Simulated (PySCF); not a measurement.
# H2BrO−, an ion with solvent molecules: interaction energy

An exercise on one series of results from a longer session: the logs are not shown, and one member is left open.

Programs: PySCF 2.14.0. All values are calculated, for the isolated system unless a continuum is named. Atoms count from 0, parts from 1.

### Starting point

4 atoms, charge -1, multiplicity 1; geometry: GFN1-xTB. Parts: 1 = atom 0, `[Br-]`, charge -1; 2 = atoms 1–3, `O`, charge 0. In the given geometry H3 is shared between O1 (1.20 Å) and Br0 (1.68 Å), so values for the parts refer to these atom groups.

The first run:

The job: settings as JSON, then the geometry in Å.

```
{"job": {"xc": "PBE0", "basis": "def2-SVPD", "d3": "d3bj", "grid": 2, "kind": "geom", "shake": 0.01}, "charge": -1, "multiplicity": 1, "parts": [{"atoms": "0-0", "charge": -1, "multiplicity": 1}, {"atoms": "1-3", "charge": 0, "multiplicity": 1}]}
Br     0.009014     0.288473    -0.035852
O      2.798762     0.649158     0.553200
H      2.929259    -0.293917     0.649015
H      1.628659     0.576955     0.291283
```

The run is started by

```
$ OMP_NUM_THREADS=1 python cluster_run.py task.json out
```

This one command runs all jobs of the session in turn.

Steps of the session up to this table: Geometry optimisation at PBE0-D3(BJ)/def2-SVPD; Coupled-cluster interaction energy: CCSD(T) and MP2, 2.34 Å; Coupled-cluster interaction energy: CCSD(T) and MP2, 2.57 Å; Coupled-cluster interaction energy: CCSD(T) and MP2, 2.22 Å; Coupled-cluster interaction energy: CCSD(T) and MP2, 2.92 Å; Coupled-cluster interaction energy: CCSD(T) and MP2, 2.10 Å; Coupled-cluster interaction energy: CCSD(T) and MP2, 3.51 Å; Coupled-cluster interaction energy: CCSD(T) and MP2, 4.68 Å.

One of the session's tables, all rows but one given; the rest of the session is left out.

It belongs to the step «Coupled-cluster interaction energy: CCSD(T) and MP2, 4.68 Å». 

```
                 method  interaction energy (kcal/mol)
         HF/aug-cc-pVDZ                          -4.46
        MP2/aug-cc-pVDZ                          -4.32
       CCSD/aug-cc-pVDZ                          -4.29
    CCSD(T)/aug-cc-pVDZ                              ?
         HF/aug-cc-pVTZ                          -4.45
        MP2/aug-cc-pVTZ                          -4.34
    SCS-MP2/aug-cc-pVTZ                          -4.30
      MP2, extrapolated                          -4.35
CCSD(T), limit estimate                          -4.30
```

Estimate the missing values for CCSD(T)/aug-cc-pVDZ.

The run gave: interaction energy (kcal/mol): -4.27. In the column «interaction energy (kcal/mol)» it is the highest.
